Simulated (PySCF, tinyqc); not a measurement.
CCSD on RHF in the sto-3g basis, for CH+, spin multiplicity 1, step by step. The lowest restricted solution is unstable here: a spin-polarised one lies 0.0093 hartree lower (PySCF). Computed by tinyqc, a small Python program that keeps every step (integrals from PySCF). Settings: charge = 1, multiplicity = 1, basis = sto-3g, method = RHF, energy threshold = 1e-10, iteration cap = 84, orthogonalisation = symmetric, start = atomic densities, DIIS depth = 6, amplitude equations = CCSD, DIIS depth for amplitudes = 0, cap on updates = 76. Command: `OMP_NUM_THREADS=1 python tinyqc.py 30454 30455 out.jsonl` (the two numbers bound the seeds that draw the settings). One thread of a shared host (Intel(R) Xeon(R) Processor @ 2.60GHz), about 0.3 s of CPU time with the checks. The early iterations of the SCF are left out here.

## One-electron integrals

Geometry (angstrom):
```
atom       x       y       z
C     0.0000  0.0000  0.0000
H     0.0000  0.0000  1.2770
```

Basis sto-3g: exponents (1/bohr^2) and contraction coefficients of normalised primitives:
```
element  l (shell)  exponent  coefficient
C            s (1)   71.6168       0.1543
C            s (1)   13.0451       0.5353
C            s (1)    3.5305       0.4446
C            s (2)    2.9412      -0.1000
C            s (2)    0.6835       0.3995
C            s (2)    0.2223       0.7001
C            p (3)    2.9412       0.1559
C            p (3)    0.6835       0.6077
C            p (3)    0.2223       0.3920
H            s (1)    3.4253       0.1543
H            s (1)    0.6239       0.5353
H            s (1)    0.1689       0.4446
```

Overlap, kinetic and nuclear-attraction integrals over the contracted functions; the nuclear repulsion is the sum of Za Zb / Rab.

nuclear repulsion = 2.486346 hartree

overlap S, lower triangle:
```
         1C 1s   1C 2s  1C 2px  1C 2py  1C 2pz   2H 1s
1C 1s   1.0000
1C 2s   0.2484  1.0000
1C 2px  0.0000  0.0000  1.0000
1C 2py  0.0000  0.0000  0.0000  1.0000
1C 2pz  0.0000  0.0000  0.0000  0.0000  1.0000
2H 1s   0.0404  0.3890  0.0000  0.0000  0.3978  1.0000
```

kinetic energy T (hartree), lower triangle:
```
          1C 1s   1C 2s  1C 2px  1C 2py  1C 2pz   2H 1s
1C 1s   15.8911
1C 2s   -0.0859  0.4722
1C 2px   0.0000  0.0000  1.4777
1C 2py   0.0000  0.0000  0.0000  1.4777
1C 2pz   0.0000  0.0000  0.0000  0.0000  1.4777
2H 1s   -0.0116  0.0558  0.0000  0.0000  0.1606  0.7600
```

nuclear attraction V (hartree), lower triangle:
```
           1C 1s    1C 2s   1C 2px   1C 2py   1C 2pz    2H 1s
1C 1s   -34.0671
1C 2s    -4.2951  -5.5993
1C 2px    0.0000   0.0000  -5.5270
1C 2py    0.0000   0.0000   0.0000  -5.5270
1C 2pz   -0.0123  -0.1351   0.0000   0.0000  -5.6184
2H 1s    -0.7089  -1.7735   0.0000   0.0000  -1.6866  -3.6875
```

core Hamiltonian H = T + V (hartree), lower triangle:
```
           1C 1s    1C 2s   1C 2px   1C 2py   1C 2pz    2H 1s
1C 1s   -18.1760
1C 2s    -4.3810  -5.1270
1C 2px    0.0000   0.0000  -4.0492
1C 2py    0.0000   0.0000   0.0000  -4.0492
1C 2pz   -0.0123  -0.1351   0.0000   0.0000  -4.1407
2H 1s    -0.7205  -1.7176   0.0000   0.0000  -1.5260  -2.9275
```

## Two-electron integrals

Functions are numbered as in S; the eight-fold symmetry (ij|kl) = (ji|kl) = (kl|ij) leaves the list below.

Two-electron integrals (ij|kl) in chemists' order, unique and non-zero (hartree):
```
(11|11) 3.5419   (21|11) 0.5769   (21|21) 0.1119   (22|11) 0.8547
(22|21) 0.2053   (22|22) 0.6247   (31|31) 0.0203   (32|31) 0.0309
(32|32) 0.1380   (33|11) 0.8524   (33|21) 0.2053   (33|22) 0.6246
(33|33) 0.6728   (41|41) 0.0203   (42|41) 0.0309   (42|42) 0.1380
(43|43) 0.0363   (44|11) 0.8524   (44|21) 0.2053   (44|22) 0.6246
(44|33) 0.6003   (44|44) 0.6728   (51|51) 0.0203   (52|51) 0.0309
(52|52) 0.1380   (53|53) 0.0363   (54|54) 0.0363   (55|11) 0.8524
(55|21) 0.2053   (55|22) 0.6246   (55|33) 0.6003   (55|44) 0.6003
(55|55) 0.6728   (61|11) 0.0942   (61|21) 0.0182   (61|22) 0.0333
(61|33) 0.0332   (61|44) 0.0332   (61|51) 0.0011   (61|52) 0.0020
(61|55) 0.0335   (61|61) 0.0030   (62|11) 0.2463   (62|21) 0.0600
(62|22) 0.2037   (62|33) 0.1986   (62|44) 0.1986   (62|51) 0.0057
(62|52) 0.0408   (62|55) 0.2136   (62|61) 0.0102   (62|62) 0.0904
(63|31) 0.0058   (63|32) 0.0316   (63|53) 0.0078   (63|63) 0.0105
(64|41) 0.0058   (64|42) 0.0316   (64|54) 0.0078   (64|64) 0.0105
(65|11) 0.2181   (65|21) 0.0538   (65|22) 0.1936   (65|33) 0.1839
(65|44) 0.1839   (65|51) 0.0102   (65|52) 0.0672   (65|55) 0.2126
(65|61) 0.0095   (65|62) 0.1019   (65|65) 0.1232   (66|11) 0.4098
(66|21) 0.1016   (66|22) 0.3933   (66|33) 0.3731   (66|44) 0.3731
(66|51) 0.0114   (66|52) 0.1118   (66|55) 0.4334   (66|61) 0.0174
(66|62) 0.2276   (66|65) 0.2825   (66|66) 0.7746
```

## Orthogonalisation

S = U s U^T; symmetric (Loewdin) form X = U s^(-1/2) U^T, so that X^T S X = 1.

eigenvalues of S: 0.4258  0.8187  1.0000  1.0000  1.1566  1.5989

X, lower triangle:
```
          1C 1s    1C 2s  1C 2px  1C 2py   1C 2pz   2H 1s
1C 1s    1.0253
1C 2s   -0.1379   1.1024
1C 2px   0.0000   0.0000  1.0000
1C 2py   0.0000   0.0000  0.0000  1.0000
1C 2pz  -0.0086   0.0779  0.0000  0.0000   1.0777
2H 1s    0.0232  -0.2506  0.0000  0.0000  -0.2507  1.1530
```

## Iteration 6 (converged): orbitals

converged F (hartree), lower triangle:
```
           1C 1s    1C 2s   1C 2px   1C 2py   1C 2pz    2H 1s
1C 1s   -11.6818
1C 2s    -3.1059  -1.8979
1C 2px    0.0000   0.0000  -0.2740
1C 2py    0.0000   0.0000   0.0000  -0.2740
1C 2pz   -0.0179  -0.0706   0.0000   0.0000  -0.7305
2H 1s    -0.5173  -0.7170   0.0000   0.0000  -0.6018  -0.7248
```

Diagonalise F' = X^T F X, C = X C', fill 3 alpha and 3 beta electrons from the bottom; D = 2 C_occ C_occ^T. Each column has its largest component positive (the first on a tie).

F' = X^T F X (hartree), lower triangle:
```
          1        2        3        4        5        6
1  -11.4593
2   -1.5356  -1.2621
3    0.0000   0.0000  -0.2740
4    0.0000   0.0000   0.0000  -0.2740
5   -0.0356   0.0650   0.0000   0.0000  -0.5626
6   -0.0385  -0.3441   0.0000   0.0000  -0.4330  -0.3729
```

orbital energies (hartree): MO1 -11.6863, MO2 -1.1988, MO3 -0.8340, MO4 -0.2740, MO5 -0.2740, MO6 0.0621

coefficients C:
```
            MO1      MO2      MO3     MO4      MO5      MO6
1C 1s    0.9944  -0.2409   0.1222  0.0000   0.0000   0.0963
1C 2s    0.0227   0.8540  -0.5289  0.0000   0.0000  -0.5418
1C 2px   0.0000   0.0000   0.0000  0.0504   0.9987   0.0000
1C 2py   0.0000   0.0000   0.0000  0.9987  -0.0504   0.0000
1C 2pz   0.0037   0.1897   0.7128  0.0000   0.0000  -0.8284
2H 1s   -0.0052   0.2633   0.4032  0.0000   0.0000   1.1062
```

D after iteration 6, lower triangle:
```
          1C 1s    1C 2s  1C 2px  1C 2py  1C 2pz   2H 1s
1C 1s    2.1234
1C 2s   -0.4955   2.0192
1C 2px   0.0000   0.0000  0.0000
1C 2py   0.0000   0.0000  0.0000  0.0000
1C 2pz   0.0901  -0.4299  0.0000  0.0000  1.0883
2H 1s   -0.0386   0.0229  0.0000  0.0000  0.6746  0.4637
```

Within a degenerate level the vectors are fixed only up to a rotation; this is one choice.

## Convergence

Stop when the energy changes by less than 1e-10 hartree and every element of the error matrix X^T (F D S - S D F) X is below 3e-06.

Course of the cycle:
```
iteration  E (hartree)     change  largest element of the error matrix
1           -33.781064          -                             4.60e-01
2           -37.450890  -3.67e+00                             3.50e-02
3           -37.451576  -6.85e-04                             5.62e-03
4           -37.451615  -3.92e-05                             1.17e-03
5           -37.451616  -1.49e-06                             1.13e-05
6           -37.451616  -7.86e-11                             1.53e-07
```

PySCF RHF in the same basis = -37.451616 hartree

Converged in 6 iterations.

## Integrals over molecular orbitals

(pq|rs) = sum C_ip C_jq C_kr C_ls (ij|kl), one index at a time.

one-electron integrals over orbitals h = C^T H C (hartree), lower triangle:
```
          1        2        3        4        5        6
1  -18.1644
2    0.3631  -4.2194
3   -0.1756   0.1896  -3.8352
4    0.0000   0.0000   0.0000  -4.0492
5    0.0000   0.0000   0.0000   0.0000  -4.0492
6   -0.1372   0.5755   0.5240   0.0000   0.0000  -3.0574
```

Two-electron integrals over orbitals (pq|rs), unique and non-zero (hartree):
```
(11|11) 3.5133    (21|11) -0.3177   (21|21) 0.0463    (22|11) 0.7707
(22|21) -0.0093   (22|22) 0.5903    (31|11) 0.1588    (31|21) -0.0196
(31|22) 0.0164    (31|31) 0.0230    (32|11) -0.0955   (32|21) 0.0088
(32|22) 0.0339    (32|31) 0.0124    (32|32) 0.1034    (33|11) 0.7464
(33|21) -0.0119   (33|22) 0.5193    (33|31) -0.0072   (33|32) -0.0519
(33|33) 0.5964    (41|41) 0.0215    (42|41) 0.0254    (42|42) 0.1054
(43|41) -0.0126   (43|42) -0.0416   (43|43) 0.0466    (44|11) 0.8521
(44|21) -0.0099   (44|22) 0.5714    (44|31) 0.0047    (44|32) -0.0517
(44|33) 0.5509    (44|44) 0.6728    (51|51) 0.0215    (52|51) 0.0254
(52|52) 0.1054    (53|51) -0.0126   (53|52) -0.0416   (53|53) 0.0466
(54|54) 0.0363    (55|11) 0.8521    (55|21) -0.0099   (55|22) 0.5714
(55|31) 0.0047    (55|32) -0.0517   (55|33) 0.5509    (55|44) 0.6003
(55|55) 0.6728    (61|11) 0.1254    (61|21) -0.0216   (61|22) -0.0055
(61|31) -0.0029   (61|32) -0.0162   (61|33) 0.0148    (61|44) 0.0034
(61|55) 0.0034    (61|61) 0.0199    (62|11) -0.1963   (62|21) 0.0031
(62|22) -0.0800   (62|31) -0.0133   (62|32) 0.0114    (62|33) -0.0235
(62|44) -0.1010   (62|55) -0.1010   (62|61) 0.0080    (62|62) 0.0928
(63|11) -0.1838   (63|21) 0.0045    (63|22) -0.0336   (63|31) 0.0038
(63|32) 0.0775    (63|33) -0.0808   (63|44) -0.0933   (63|55) -0.0933
(63|61) -0.0066   (63|62) 0.0653    (63|63) 0.1152    (64|41) -0.0091
(64|42) -0.0365   (64|43) -0.0014   (64|64) 0.0244    (65|51) -0.0091
(65|52) -0.0365   (65|53) -0.0014   (65|65) 0.0244    (66|11) 0.6350
(66|21) -0.0044   (66|22) 0.5442    (66|31) 0.0144    (66|32) 0.0906
(66|33) 0.4944    (66|44) 0.4702    (66|55) 0.4702    (66|61) -0.0081
(66|62) 0.0094    (66|63) 0.0629    (66|66) 0.6454
```

## CCSD: starting amplitudes

t_ij^ab = <ij||ab> / (e_i + e_j - e_a - e_b), whose energy is MP2.

Starting amplitudes (spin orbitals 1a, 1b, ...; amplitudes related by a flip of all spins are not repeated):
```
from      to        t
3a 3b  6a 6b  -0.0643
2a 2b  4a 4b  -0.0570
2a 2b  5a 5b  -0.0570
3a 3b  4a 4b  -0.0416
3a 3b  5a 5b  -0.0416
2a 2b  6a 6b  -0.0368
2a 3b  6a 6b  -0.0303
2a 3b  4a 4b   0.0280
2a 3b  5a 5b   0.0280
1a 2b  4a 4b  -0.0021
1a 2b  5a 5b  -0.0021
1a 3b  4a 4b   0.0010
1a 3b  5a 5b   0.0010
1a 1b  4a 4b  -0.0009
1a 1b  5a 5b  -0.0009
1a 1b  6a 6b  -0.0008
1a 2b  6a 6b  -0.0006
1a 3b  6a 6b   0.0005
```

correlation energy = -0.035667 hartree

## CCSD: amplitude update 1

t_i^a D_i^a and t_ij^ab D_ij^ab are set to the remaining terms of the spin-orbital equations, evaluated with the old amplitudes; for the doubles these are <ij||ab> + 1/2 <ab||ef> t_ij^ef + 1/2 <mn||ij> t_mn^ab + P(ij)P(ab) <mb||ej> t_im^ae + terms in t^2 + terms with t1, D the orbital-energy denominators.

Amplitudes after update 1 (spin orbitals 1a, 1b, ...; amplitudes related by a flip of all spins are not repeated):
```
from      to          t
3a 3b  6a 6b    -0.0843
2a 2b  4a 4b    -0.0803
2a 2b  5a 5b    -0.0803
3a 3b  4a 4b    -0.0648
3a 3b  5a 5b    -0.0648
2a 3b  4a 4b     0.0463
2a 3b  5a 5b     0.0463
2a 2b  6a 6b    -0.0458
2a 3b  6a 6b    -0.0455
3a        6a     0.0105
2a        6a    -0.0026
1a 2b  4a 4b    -0.0021
1a 2b  5a 5b    -0.0021
1a 3b  4a 4b     0.0010
1a 3b  5a 5b     0.0010
1a 1b  4a 4b    -0.0008
1a 1b  5a 5b    -0.0008
1a 1b  6a 6b    -0.0007
1a 2b  6a 6b    -0.0006
1a 3b  6a 6b   3.93e-04
1a        6a  -3.07e-05
```

correlation energy = -0.050899 hartree

## CCSD: amplitude update 2

As before.

Amplitudes after update 2 (spin orbitals 1a, 1b, ...; amplitudes related by a flip of all spins are not repeated):
```
from      to         t
3a 3b  6a 6b   -0.0934
2a 2b  4a 4b   -0.0901
2a 2b  5a 5b   -0.0901
3a 3b  4a 4b   -0.0785
3a 3b  5a 5b   -0.0785
2a 3b  4a 4b    0.0571
2a 3b  5a 5b    0.0571
2a 3b  6a 6b   -0.0515
2a 2b  6a 6b   -0.0478
3a        6a    0.0171
2a        6a   -0.0043
1a 2b  4a 4b   -0.0020
1a 2b  5a 5b   -0.0020
1a 3b  4a 4b    0.0009
1a 3b  5a 5b    0.0009
1a 1b  6a 6b   -0.0007
1a 1b  4a 4b   -0.0007
1a 1b  5a 5b   -0.0007
1a 2b  6a 6b   -0.0006
1a 3b  6a 6b  3.70e-04
1a        6a  4.00e-06
```

correlation energy = -0.058019 hartree

## CCSD: convergence

E_corr = 1/4 sum <ij||ab> t_ij^ab + 1/2 sum <ij||ab> t_i^a t_j^b; stop when the norm of the change is below 1e-8.

Course of the amplitude iterations:
```
update  correlation energy (hartree)  norm of the change
0                          -0.035667                   -
1                          -0.050899            1.34e-01
2                          -0.058019            6.97e-02
3                          -0.061482            3.76e-02
4                          -0.063216            2.08e-02
5                          -0.064106            1.19e-02
6                          -0.064570            7.00e-03
7                          -0.064817            4.28e-03
8                          -0.064950            2.70e-03
9                          -0.065024            1.76e-03
10                         -0.065064            1.17e-03
11                         -0.065088            7.87e-04
12                         -0.065101            5.36e-04
13                         -0.065109            3.68e-04
...                              ...                 ...
29                         -0.065122            1.04e-06
30                         -0.065122            7.22e-07
31                         -0.065122            5.01e-07
32                         -0.065122            3.48e-07
33                         -0.065122            2.42e-07
34                         -0.065122            1.68e-07
35                         -0.065122            1.16e-07
36                         -0.065122            8.08e-08
37                         -0.065122            5.61e-08
38                         -0.065122            3.89e-08
39                         -0.065122            2.70e-08
40                         -0.065122            1.88e-08
41                         -0.065122            1.30e-08
42                         -0.065122            9.04e-09
```

Converged amplitudes (spin orbitals 1a, 1b, ...; amplitudes related by a flip of all spins are not repeated):
```
from      to         t
3a 3b  6a 6b   -0.1017
3a 3b  4a 4b   -0.1013
3a 3b  5a 5b   -0.1013
2a 2b  4a 4b   -0.0972
2a 2b  5a 5b   -0.0972
2a 3b  4a 4b    0.0697
2a 3b  5a 5b    0.0697
2a 3b  6a 6b   -0.0553
2a 2b  6a 6b   -0.0476
3a        6a    0.0246
2a        6a   -0.0067
1a 2b  4a 4b   -0.0019
1a 2b  5a 5b   -0.0019
1a 1b  6a 6b   -0.0007
1a 3b  5a 5b    0.0007
1a 3b  4a 4b    0.0007
1a 2b  6a 6b   -0.0006
1a 1b  5a 5b   -0.0006
1a 1b  4a 4b   -0.0006
1a 3b  6a 6b  3.56e-04
1a        6a  5.33e-05
```

CCSD total energy = -37.516739 hartree

T1 diagnostic, norm of the one-spin t1 over sqrt(correlated electrons) = 0.0104

Converged in 42 updates.
